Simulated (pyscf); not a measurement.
Insertion: `[OH][Sn][OH]` [singlet] + `[ClH]` → `[OH][SnH]([OH])[Cl]`

Gas phase, singlet surface, charge 0. Bonds broken: Cl6–H7. Bonds formed: Sn2–Cl6, Sn2–H7. Optimised with ωB97X-D3(BJ)/def2-SVP in PySCF. Correlated levels are frozen-core, on RHF or UHF. ΔMP2 is the change of the MP2 total energy from the triple- to the quadruple-zeta basis.

Transition state (Å):

```xyz
7

O     -0.9272     1.3151    -0.4824
Sn    -0.2366    -0.5168    -0.7052
O      1.6399    -0.1717    -0.2550
H     -1.8909     1.3767    -0.4788
H      1.7444     0.7009     0.1505
Cl    -1.3519    -1.8947     1.2225
H     -1.0852    -2.0569    -0.5522
```

One imaginary mode, 1221i cm⁻¹; descent along it reached the two sides named, in the forms told below.

| bond | change | reactant side (Å) | saddle | product side |
|---|---|---|---|---|
| Cl6–H7 | breaks | 1.266 | 1.802 | 3.4 |
| Sn2–Cl6 | forms | 3.2 | 2.6 | 2.337 |
| Sn2–H7 | forms | 3.5 | 1.765 | 1.688 |

Electronic energies relative to the separated reactants (kcal/mol):

```json
[
 {"level": "ωB97X-D3(BJ)/def2-TZVP", "barrier": "30.7", "reaction energy": "-18.4", "reverse barrier": "49.1"},
 {"level": "PBE/def2-TZVP", "barrier": "24.9", "reaction energy": "-8.2", "reverse barrier": "33.1"},
 {"level": "r²SCAN/def2-TZVP", "barrier": "24.6", "reaction energy": "-13.6", "reverse barrier": "38.2"},
 {"level": "B3LYP-D3(BJ)/def2-TZVP", "barrier": "30.9", "reaction energy": "-8.6", "reverse barrier": "39.5"},
 {"level": "PBE0-D3(BJ)/def2-TZVP", "barrier": "27.4", "reaction energy": "-13.8", "reverse barrier": "41.2"},
 {"level": "M06-2X/def2-TZVP", "barrier": "29.9", "reaction energy": "-16.9", "reverse barrier": "46.8"},
 {"level": "ωB97M-D3(BJ)/def2-TZVP", "barrier": "34.6", "reaction energy": "-11.3", "reverse barrier": "45.9"},
 {"level": "HF/def2-TZVP", "barrier": "46.6", "reaction energy": "-15.4", "reverse barrier": "62.0"},
 {"level": "MP2/def2-QZVPP", "barrier": "32.3", "reaction energy": "-11.7", "reverse barrier": "44.0"},
 {"level": "CCSD/def2-TZVPP", "barrier": "36.9", "reaction energy": "-12.4", "reverse barrier": "49.3"},
 {"level": "CCSD(T)/def2-TZVPP", "barrier": "33.2", "reaction energy": "-12.8", "reverse barrier": "46.0"},
 {"level": "CCSD(T)/def2-TZVPP + ΔMP2(QZVPP)", "barrier": "32.2", "reaction energy": "-12.8", "reverse barrier": "45.0"}
]
```

With CCSD(T)/def2-TZVPP + ΔMP2(QZVPP) energies and thermal terms (ideal gas, 1 atm, RRHO with modes under 100 cm⁻¹ raised to 100, one conformer, R ln 2 for rigid chiral ones), in kcal/mol:

| T (K) | ΔH‡ | ΔG‡ | ΔH | ΔG |
|---|---|---|---|---|
| 298 | 31.2 | 40.4 | -12.1 | -3.2 |
| 600 | 31.3 | 49.7 | -11.7 | +5.8 |
| 900 | 31.6 | 58.8 | -10.9 | +14.4 |
| 1200 | 32.1 | 67.8 | -10.0 | +22.7 |

On the reactant side the descent ends in a complex (not fully relaxed), 5.1 kcal/mol under the separated species and 35.8 kcal/mol under the saddle at ωB97X-D3(BJ)/def2-TZVP. This is the saddle that the search found; another between the same sides may lie lower. The CCSD(T) − MP2 part came from Ansatz, without density fitting, on the same reference. The frozen core leaves the outer d or s,p core shells of the metals and heavy elements correlated in the MP2 and CC values, and def2-TZVPP describes them poorly, which can shift differences by a few kcal/mol. Elements past Kr carry the def2 core potentials, without spin-orbit coupling.
